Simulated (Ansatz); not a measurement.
Process, species as SMILES: ClCl (Cl2) → Cl2+ (doublet, bonded as ClCl) + e-
B3LYP-D3(BJ)/def2-TZVP geometries, fixed; electronic energies without zero-point terms.

Effect of a fitting basis named in the input at PBE/aug-cc-pV(Q+d)Z with Ansatz (an electronic-structure program), against the last row, where the adiabatic ionisation energy is 11.12 eV. Open shells are unrestricted. The default fits or decomposes integrals by the program's own choice; accuracy: high also tightens integrals, grids and stops.

| setting | largest shift of a total energy (mEh) | shift of the adiabatic ionisation energy (eV) |
|---|---|---|
| fitting: def2-SV(P)-JKFIT | -0.031 | 0.000 |
| fitting: def2-universal-JKFIT | -0.031 | 0.000 |
| fitting: cc-pVTZ-JKFIT | -0.019 | 0.000 |
| fitting: cc-pVQZ-JKFIT | -0.010 | 0.000 |
| fitting: cc-pV5Z-JKFIT | -0.008 | 0.000 |
| fitting: def2-universal-JFIT | -0.098 | 0.001 |
| accuracy: high | 0.001 | 0.000 |
| accuracy: medium (default) | 0.000 | 0.000 |

Within 0.002 eV in the adiabatic ionisation energy: fitting: def2-SV(P)-JKFIT; fitting: def2-universal-JKFIT; fitting: cc-pVTZ-JKFIT; fitting: cc-pVQZ-JKFIT; fitting: cc-pV5Z-JKFIT; fitting: def2-universal-JFIT; accuracy: high. The largest shift is 0.098 mEh in a total energy and 0.001 eV in the difference.
